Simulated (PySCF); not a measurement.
**LiH₄S₂+, an ion with solvent molecules: electronic excitations**

Wanted: the electronic excitations for `[Li+]` with 2 × `S`.

Programs: PySCF 2.14.0. All values are calculated, for the isolated system unless a continuum is named. Atoms count from 0, parts from 1.

## Step 1: Starting point

7 atoms, charge 1, multiplicity 1; geometry: GFN2-xTB, MD frame. Parts: 1 = atom 0, `[Li+]`, charge 1; 2 = atoms 1–3, `S`, charge 0; 3 = atoms 4–6, `S`, charge 0.

## Step 2: Ultraviolet spectrum: 500 fs

The job: settings as JSON, then the geometry in Å.

```
{"job": {"kind": "uv", "xc": "CAM-B3LYP", "basis": "def2-SVP", "nstates": 4, "ntriplets": 0}, "charge": 1, "multiplicity": 1, "parts": [{"atoms": "0-0", "charge": 1, "multiplicity": 1}, {"atoms": "1-3", "charge": 0, "multiplicity": 1}, {"atoms": "4-6", "charge": 0, "multiplicity": 1}]}
Li     0.549616     1.618230    -0.596188
S     -0.704474    -0.104315     0.499788
H      0.040672    -0.542338     1.551195
H     -1.558924     0.328252     1.425517
S      0.541396     1.495402    -3.151302
H      1.390964     1.762610    -4.197805
H      0.629603     0.183910    -3.299047
```

Method: TDDFT CAM-B3LYP/def2-SVP, vertical, gas phase, core orbitals frozen in the response.

The run is started by

```sh
$ OMP_NUM_THREADS=1 python cluster_run.py task.json out
```

The driver reads the jobs from task.json and runs them one after another.

Log:

```text
coarse grid: 6808 points
cycle   1  E = -805.7795797730  dE =  6.200e-02  |g| = 2.120e-01  |ddm| = 2.065e+00
cycle   2  E = -805.7961020212  dE = -1.652e-02  |g| = 1.079e-01  |ddm| = 3.716e-01
cycle   3  E = -805.7996738541  dE = -3.572e-03  |g| = 1.543e-02  |ddm| = 1.334e-01
cycle   4  E = -805.7997698444  dE = -9.599e-05  |g| = 4.482e-03  |ddm| = 2.728e-02
cycle   5  E = -805.7997767063  dE = -6.862e-06  |g| = 6.841e-04  |ddm| = 6.567e-03
final grid: 55832 points
cycle   6  E = -805.8690044924  dE = -2.826e-05  |g| = 2.012e-03  |ddm| = 1.424e-02
cycle   7  E = -805.8690057942  dE = -1.302e-06  |g| = 1.058e-03  |ddm| = 3.902e-03
cycle   8  E = -805.8690061323  dE = -3.381e-07  |g| = 1.777e-04  |ddm| = 1.432e-03
cycle   9  E = -805.8690061542  dE = -2.185e-08  |g| = 4.847e-05  |ddm| = 4.590e-04
cycle  10  E = -805.8690061557  dE = -1.496e-09  |g| = 1.188e-05  |ddm| = 1.054e-04
cycle  11  E = -805.8690061559  dE = -2.055e-10  |g| = 2.084e-06  |ddm| = 5.989e-05
converged SCF energy = -805.8690061559

Static polarisability (au): isotropic 35.981, principal 30.172 32.969 44.803

Singlet excitations
state   eV       nm        f      main configurations
  1   6.2882    197.2   0.00837   H->L+2 0.54, H->L 0.17, H->L+3 0.15
  2   6.6600    186.2   0.00795   H-1->L+1 0.63, H->L 0.15
  3   6.6723    185.8   0.03153   H->L 0.58, H-1->L+1 0.17, H->L+2 0.09
  4   7.2310    171.5   0.08438   H-1->L 0.85

== part 2 alone, relaxed ==
coarse grid: 2864 points
cycle   1  E = -399.2211063245  dE = -1.088e-01  |g| = 1.824e-01  |ddm| = 1.390e+00
cycle   2  E = -399.2303686976  dE = -9.262e-03  |g| = 1.134e-01  |ddm| = 4.081e-01
cycle   3  E = -399.2339926320  dE = -3.624e-03  |g| = 6.369e-03  |ddm| = 1.556e-01
cycle   4  E = -399.2340101706  dE = -1.754e-05  |g| = 2.048e-03  |ddm| = 1.018e-02
cycle   5  E = -399.2340116040  dE = -1.433e-06  |g| = 4.002e-04  |ddm| = 2.890e-03
final grid: 22496 points
cycle   6  E = -399.2688518646  dE = -7.876e-07  |g| = 2.318e-04  |ddm| = 3.239e-03
cycle   7  E = -399.2688518819  dE = -1.734e-08  |g| = 7.487e-05  |ddm| = 5.212e-04
cycle   8  E = -399.2688518837  dE = -1.763e-09  |g| = 1.429e-05  |ddm| = 7.785e-05
cycle   9  E = -399.2688518838  dE = -9.032e-11  |g| = 1.909e-06  |ddm| = 3.220e-05
converged SCF energy = -399.2688518838

Static polarisability (au): isotropic 14.042, principal 9.683 15.413 17.029

Singlet excitations
state   eV       nm        f      main configurations
  1   6.5060    190.6   0.00000   H->L+1 0.99
  2   7.0311    176.3   0.00410   H->L 1.00
  3  10.2248    121.3   0.15517   H-1->L 0.94
  4  10.4785    118.3   0.15678   H-1->L+1 0.92
```

Run time: 2.9 s. Hardware: 1 thread of Arm Neoverse V2, shared host; peak memory 0.33 GiB.

Frontier orbitals and where they lie:

```tsv
orbital	eV	atoms
HOMO−3	-17.53	S1 72 %, H2 11 %, H3 7 %
HOMO−2	-16.77	S4 74 %, H6 9 %, H5 8 %
HOMO−1	-14.48	S1 91 %, Li0 6 %
HOMO	-13.79	S4 94 %, Li0 4 %
LUMO	-4.36	Li0 87 %, S1 4 %
LUMO+1	-3.70	Li0 57 %, S1 18 %, H2 12 %
LUMO+2	-3.39	Li0 48 %, S4 16 %, H5 16 %
```

With each of the 4 states as a Gaussian band of 0.4 eV half-width at 1/e, the curve within the window shown has maxima at 173 nm (ε 3,700) L/(mol cm). Beyond the last state computed it falls off for lack of states. The curve at chosen wavelengths:

nm, ε (L/mol/cm) and a bar:
```
      165       1962 ################
      167       2635 #####################
      169       3203 ##########################
      171       3564 #############################
      173       3678 ##############################
      176       3469 ############################
      178       3197 ##########################
      180       2911 ########################
      182       2654 ######################
      184       2434 ####################
      186       2237 ##################
      188       2041 ################
      190       1834 ###############
      193       1498 ############
      195       1270 ##########
      197       1052 ########
      199        851 #######
      201        675 #####
      203        524 ####
      205        400 ###
      207        299 ##
      210        187 #
      212        133 #
      214         93 
      216         63 
      218         42
```

Further results of this job:

```tsv
property	computed
polarisability (Å³)	5.33
HOMO–LUMO gap (eV)	9.42
−ε(HOMO) (eV)	13.79
```

## Step 3: TDDFT and polarisability: 800 fs

The job: settings as JSON, then the geometry in Å.

```
{"job": {"kind": "uv", "xc": "CAM-B3LYP", "basis": "def2-SVP", "nstates": 4, "ntriplets": 0}, "charge": 1, "multiplicity": 1, "parts": [{"atoms": "0-0", "charge": 1, "multiplicity": 1}, {"atoms": "1-3", "charge": 0, "multiplicity": 1}, {"atoms": "4-6", "charge": 0, "multiplicity": 1}]}
Li    -0.939668     0.547941    -0.772644
S     -0.255562    -1.014801     0.980243
H     -1.412571    -1.444295     1.538346
H      0.153153    -2.222047     0.617773
S      0.579706     1.429033    -2.636485
H      1.301678     2.427214    -2.191614
H      1.649300     1.000352    -3.392848
```

Level: TDDFT CAM-B3LYP/def2-SVP, vertical, gas phase, core orbitals frozen in the response.

Log:

```text
coarse grid: 6808 points
cycle   1  E = -805.7807281289  dE =  6.148e-02  |g| = 2.083e-01  |ddm| = 2.071e+00
cycle   2  E = -805.7970439689  dE = -1.632e-02  |g| = 1.005e-01  |ddm| = 3.576e-01
cycle   3  E = -805.8000981770  dE = -3.054e-03  |g| = 1.481e-02  |ddm| = 1.244e-01
cycle   4  E = -805.8001874286  dE = -8.925e-05  |g| = 4.127e-03  |ddm| = 2.628e-02
cycle   5  E = -805.8001932321  dE = -5.804e-06  |g| = 6.455e-04  |ddm| = 6.102e-03
final grid: 55832 points
cycle   6  E = -805.8684008891  dE = -2.788e-05  |g| = 1.718e-03  |ddm| = 1.339e-02
cycle   7  E = -805.8684019965  dE = -1.107e-06  |g| = 7.687e-04  |ddm| = 3.280e-03
cycle   8  E = -805.8684021776  dE = -1.811e-07  |g| = 1.646e-04  |ddm| = 1.062e-03
cycle   9  E = -805.8684021920  dE = -1.443e-08  |g| = 3.776e-05  |ddm| = 3.775e-04
cycle  10  E = -805.8684021927  dE = -7.176e-10  |g| = 8.883e-06  |ddm| = 7.093e-05
converged SCF energy = -805.8684021927

Static polarisability (au): isotropic 35.385, principal 29.508 33.800 42.846

Singlet excitations
state   eV       nm        f      main configurations
  1   5.8307    212.6   0.00768   H->L 0.63, H->L+1 0.16, H->L+3 0.09
  2   6.6093    187.6   0.01702   H-1->L 0.62, H-1->L+2 0.17
  3   6.7156    184.6   0.01127   H->L+1 0.60, H->L 0.21
  4   7.1388    173.7   0.02921   H-1->L+2 0.38, H-1->L 0.23, H-1->L+4 0.14
```

Run time: 2 s. Hardware: 1 thread of Arm Neoverse V2, shared host; peak memory 0.33 GiB.

In short: HOMO -13.71 eV, LUMO -4.56 eV; lowest singlet 5.83 eV.

## Step 4: Ultraviolet spectrum: 1100 fs

The job: settings as JSON, then the geometry in Å.

```
{"job": {"kind": "uv", "xc": "CAM-B3LYP", "basis": "def2-SVP", "nstates": 4, "ntriplets": 0}, "charge": 1, "multiplicity": 1, "parts": [{"atoms": "0-0", "charge": 1, "multiplicity": 1}, {"atoms": "1-3", "charge": 0, "multiplicity": 1}, {"atoms": "4-6", "charge": 0, "multiplicity": 1}]}
Li    -0.092266     0.866197     0.071998
S      0.252402    -1.054781     1.594007
H      1.002615    -0.313100     2.440532
H     -0.767775    -1.261971     2.442019
S      1.126948     1.116330    -2.066580
H      2.148727     1.796402    -2.476237
H      1.597384    -0.041515    -2.426714
```

Method: TDDFT CAM-B3LYP/def2-SVP, vertical, gas phase, core orbitals frozen in the response.

Log:

```text
coarse grid: 6808 points
cycle   1  E = -805.7816708687  dE =  1.111e-01  |g| = 2.084e-01  |ddm| = 2.086e+00
cycle   2  E = -805.7982773456  dE = -1.661e-02  |g| = 9.666e-02  |ddm| = 3.620e-01
cycle   3  E = -805.8010830902  dE = -2.806e-03  |g| = 1.463e-02  |ddm| = 1.189e-01
cycle   4  E = -805.8011669760  dE = -8.389e-05  |g| = 4.217e-03  |ddm| = 2.647e-02
cycle   5  E = -805.8011727972  dE = -5.821e-06  |g| = 6.652e-04  |ddm| = 6.352e-03
final grid: 55832 points
cycle   6  E = -805.8699845998  dE = -3.304e-05  |g| = 1.896e-03  |ddm| = 1.255e-02
cycle   7  E = -805.8699859523  dE = -1.352e-06  |g| = 7.800e-04  |ddm| = 3.066e-03
cycle   8  E = -805.8699861621  dE = -2.098e-07  |g| = 1.688e-04  |ddm| = 9.579e-04
cycle   9  E = -805.8699861794  dE = -1.731e-08  |g| = 3.610e-05  |ddm| = 3.988e-04
cycle  10  E = -805.8699861802  dE = -7.246e-10  |g| = 1.027e-05  |ddm| = 7.514e-05
converged SCF energy = -805.8699861802

Static polarisability (au): isotropic 35.134, principal 30.644 32.911 41.848

Singlet excitations
state   eV       nm        f      main configurations
  1   6.5817    188.4   0.00612   H->L+1 0.62, H->L 0.17, H->L+5 0.09
  2   6.6562    186.3   0.02442   H->L 0.74, H->L+1 0.14
  3   7.0938    174.8   0.05424   H-1->L 0.63, H-1->L+3 0.23
  4   7.2109    171.9   0.03211   H-1->L+2 0.48, H-1->L 0.22, H-1->L+3 0.10
```

It took 2.1 s on 1 thread of Arm Neoverse V2, shared host; peak memory 0.33 GiB.

In short: HOMO -13.93 eV, LUMO -4.38 eV; lowest singlet 6.58 eV.

## Step 5: TDDFT and polarisability: 1400 fs

The job: settings as JSON, then the geometry in Å.

```
{"job": {"kind": "uv", "xc": "CAM-B3LYP", "basis": "def2-SVP", "nstates": 4, "ntriplets": 0}, "charge": 1, "multiplicity": 1, "parts": [{"atoms": "0-0", "charge": 1, "multiplicity": 1}, {"atoms": "1-3", "charge": 0, "multiplicity": 1}, {"atoms": "4-6", "charge": 0, "multiplicity": 1}]}
Li    -0.232782     1.355799     0.608401
S      0.411592    -1.063948     1.516549
H      1.232854    -2.005930     1.024083
H      0.242055    -1.632626     2.708849
S      1.309756     1.824350    -1.330729
H      0.490743     2.527977    -2.015706
H      1.335093     0.817022    -2.328067
```

With the program's defaults for keys left out, this is: TDDFT CAM-B3LYP/def2-SVP, vertical, gas phase, core orbitals frozen in the response.

Log:

```text
coarse grid: 6808 points
cycle   1  E = -805.7750281383  dE =  4.526e-02  |g| = 2.081e-01  |ddm| = 2.079e+00
cycle   2  E = -805.7910774199  dE = -1.605e-02  |g| = 1.036e-01  |ddm| = 3.617e-01
cycle   3  E = -805.7942915637  dE = -3.214e-03  |g| = 1.475e-02  |ddm| = 1.310e-01
cycle   4  E = -805.7943802462  dE = -8.868e-05  |g| = 4.025e-03  |ddm| = 2.559e-02
cycle   5  E = -805.7943858105  dE = -5.564e-06  |g| = 6.710e-04  |ddm| = 6.158e-03
final grid: 55832 points
cycle   6  E = -805.8613312011  dE = -2.397e-05  |g| = 1.691e-03  |ddm| = 1.172e-02
cycle   7  E = -805.8613322072  dE = -1.006e-06  |g| = 8.333e-04  |ddm| = 3.280e-03
cycle   8  E = -805.8613324168  dE = -2.096e-07  |g| = 1.466e-04  |ddm| = 1.059e-03
cycle   9  E = -805.8613324298  dE = -1.305e-08  |g| = 4.008e-05  |ddm| = 3.596e-04
cycle  10  E = -805.8613324306  dE = -8.278e-10  |g| = 9.156e-06  |ddm| = 8.068e-05
converged SCF energy = -805.8613324306

Static polarisability (au): isotropic 35.349, principal 26.648 38.082 41.316

Singlet excitations
state   eV       nm        f      main configurations
  1   5.8145    213.2   0.01147   H->L 0.78, H->L+2 0.11
  2   6.3918    194.0   0.01688   H-1->L 0.60, H-1->L+1 0.30
  3   6.5462    189.4   0.00556   H->L+2 0.48, H->L+5 0.24, H->L+3 0.14
  4   7.1872    172.5   0.00257   H->L+1 0.54, H->L 0.15, H->L+4 0.12
```

Run time: 2.2 s. Hardware: 1 thread of Arm Neoverse V2, shared host; peak memory 0.33 GiB.

In short: HOMO -13.37 eV, LUMO -4.66 eV; lowest singlet 5.81 eV.

## Step 6: Excited states and response: 1700 fs

The job: settings as JSON, then the geometry in Å.

```
{"job": {"kind": "uv", "xc": "CAM-B3LYP", "basis": "def2-SVP", "nstates": 4, "ntriplets": 0}, "charge": 1, "multiplicity": 1, "parts": [{"atoms": "0-0", "charge": 1, "multiplicity": 1}, {"atoms": "1-3", "charge": 0, "multiplicity": 1}, {"atoms": "4-6", "charge": 0, "multiplicity": 1}]}
Li     0.446375     1.247064     1.414427
S      0.330621    -1.054501     1.882704
H      0.730011    -1.996758     0.980039
H     -0.802981    -1.647472     1.919927
S      0.664236     2.110343    -1.440618
H     -0.213041     3.036156    -1.119525
H     -0.127644     1.600780    -2.444150
```

With the program's defaults for keys left out, this is: TDDFT CAM-B3LYP/def2-SVP, vertical, gas phase, core orbitals frozen in the response.

Log:

```text
coarse grid: 6808 points
cycle   1  E = -805.7697436646  dE =  6.345e-02  |g| = 2.145e-01  |ddm| = 2.085e+00
cycle   2  E = -805.7864455885  dE = -1.670e-02  |g| = 1.112e-01  |ddm| = 3.880e-01
cycle   3  E = -805.7901575698  dE = -3.712e-03  |g| = 1.425e-02  |ddm| = 1.429e-01
cycle   4  E = -805.7902466457  dE = -8.908e-05  |g| = 4.308e-03  |ddm| = 2.624e-02
cycle   5  E = -805.7902531567  dE = -6.511e-06  |g| = 6.805e-04  |ddm| = 6.568e-03
final grid: 55832 points
cycle   6  E = -805.8578667095  dE = -1.974e-05  |g| = 1.758e-03  |ddm| = 1.459e-02
cycle   7  E = -805.8578675514  dE = -8.420e-07  |g| = 9.591e-04  |ddm| = 3.317e-03
cycle   8  E = -805.8578678108  dE = -2.594e-07  |g| = 1.144e-04  |ddm| = 1.292e-03
cycle   9  E = -805.8578678196  dE = -8.742e-09  |g| = 2.798e-05  |ddm| = 2.871e-04
cycle  10  E = -805.8578678200  dE = -4.602e-10  |g| = 6.946e-06  |ddm| = 5.916e-05
converged SCF energy = -805.8578678200

Static polarisability (au): isotropic 35.871, principal 30.448 37.096 40.070

Singlet excitations
state   eV       nm        f      main configurations
  1   5.8676    211.3   0.06731   H->L 0.82
  2   6.2270    199.1   0.00108   H-1->L+1 0.45, H-1->L 0.27, H->L+1 0.16
  3   6.7251    184.4   0.01170   H->L+1 0.40, H->L+4 0.20, H-1->L 0.11
  4   6.7944    182.5   0.00863   H-1->L 0.50, H-1->L+1 0.30
```

It took 2.1 s on 1 thread of Arm Neoverse V2, shared host; peak memory 0.33 GiB.

In short: HOMO -13.37 eV, LUMO -4.71 eV; lowest singlet 5.87 eV.

## Step 7: Ultraviolet spectrum: 2000 fs

The job: settings as JSON, then the geometry in Å.

```
{"job": {"kind": "uv", "xc": "CAM-B3LYP", "basis": "def2-SVP", "nstates": 4, "ntriplets": 0}, "charge": 1, "multiplicity": 1, "parts": [{"atoms": "0-0", "charge": 1, "multiplicity": 1}, {"atoms": "1-3", "charge": 0, "multiplicity": 1}, {"atoms": "4-6", "charge": 0, "multiplicity": 1}]}
Li     0.427717     1.258632     1.129665
S      0.125724    -1.096387     1.782890
H     -0.416422    -1.748988     0.740735
H      1.119170    -1.935405     1.932467
S      0.001978     2.709177    -0.689660
H      0.181297     2.794873    -2.009694
H     -0.876147     3.669549    -0.582427
```

With the program's defaults for keys left out, this is: TDDFT CAM-B3LYP/def2-SVP, vertical, gas phase, core orbitals frozen in the response.

Log:

```text
coarse grid: 6808 points
cycle   1  E = -805.7809506901  dE =  1.218e-01  |g| = 2.024e-01  |ddm| = 2.089e+00
cycle   2  E = -805.7966502869  dE = -1.570e-02  |g| = 9.139e-02  |ddm| = 3.402e-01
cycle   3  E = -805.7991532088  dE = -2.503e-03  |g| = 1.470e-02  |ddm| = 1.110e-01
cycle   4  E = -805.7992379030  dE = -8.469e-05  |g| = 3.548e-03  |ddm| = 2.550e-02
cycle   5  E = -805.7992420408  dE = -4.138e-06  |g| = 6.858e-04  |ddm| = 5.421e-03
final grid: 55832 points
cycle   6  E = -805.8679670421  dE = -2.738e-05  |g| = 1.818e-03  |ddm| = 1.390e-02
cycle   7  E = -805.8679680776  dE = -1.036e-06  |g| = 8.716e-04  |ddm| = 3.077e-03
cycle   8  E = -805.8679683037  dE = -2.261e-07  |g| = 1.309e-04  |ddm| = 1.045e-03
cycle   9  E = -805.8679683120  dE = -8.282e-09  |g| = 3.361e-05  |ddm| = 2.769e-04
cycle  10  E = -805.8679683124  dE = -3.920e-10  |g| = 5.056e-06  |ddm| = 5.693e-05
converged SCF energy = -805.8679683124

Static polarisability (au): isotropic 34.374, principal 28.624 32.216 42.283

Singlet excitations
state   eV       nm        f      main configurations
  1   6.0654    204.4   0.00521   H->L 0.50, H->L+1 0.30
  2   6.7242    184.4   0.01130   H-1->L+2 0.28, H-1->L+1 0.23, H-1->L 0.18
  3   6.7936    182.5   0.02334   H->L 0.33, H->L+1 0.20, H->L+2 0.14
  4   6.8426    181.2   0.00885   H-1->L 0.57, H->L+1 0.18, H-1->L+2 0.10
```

Wall time 2.2 s (1 thread of Arm Neoverse V2, shared host); peak memory 0.33 GiB.

In short: HOMO -13.92 eV, LUMO -4.35 eV; lowest singlet 6.07 eV.

## Step 8: Comparing the runs: electronic excitations

Excitations and ground-state properties, with basis size and wall time:

```tsv
frame	lowest singlet (eV)	brightest (eV)	f	gap (eV)	α (Å³)	functions	time
500 fs	6.29	7.23	0.084	9.42	5.33	65	2.9 s
800 fs	5.83	7.14	0.029	9.15	5.24	65	2 s
1100 fs	6.58	7.09	0.054	9.55	5.21	65	2.1 s
1400 fs	5.81	6.39	0.017	8.71	5.24	65	2.2 s
1700 fs	5.87	5.87	0.067	8.66	5.32	65	2.1 s
2000 fs	6.07	6.79	0.023	9.57	5.09	65	2.2 s
```

## Step 9: Outcome

```
                                   quantity                        value
lowest singlet (CAM-B3LYP/def2-SVP, 500 fs)  6.29 eV (197 nm), f = 0.008
   brightest single state of those computed  state 4, 7.23 eV, f = 0.084
                range of the lowest singlet              5.81 to 6.58 eV
```

**Reading.** In the first frame run (500 fs): The first singlet state (HOMO→LUMO+2 0.54, HOMO→LUMO 0.17) lies at 6.29 eV and is weak; of the 4 states computed, the strongest absorption comes from state 4 at 7.23 eV (the last computed, so partners may be missing). The basis of CAM-B3LYP/def2-SVP has no diffuse functions, so Rydberg states are missing and the high states are unreliable. The lowest singlet runs from 5.81 eV (1400 fs) to 6.58 eV (1100 fs), while the orbital gap spans 8.66 to 9.57 eV. The lowest state need not be the same one in every run.
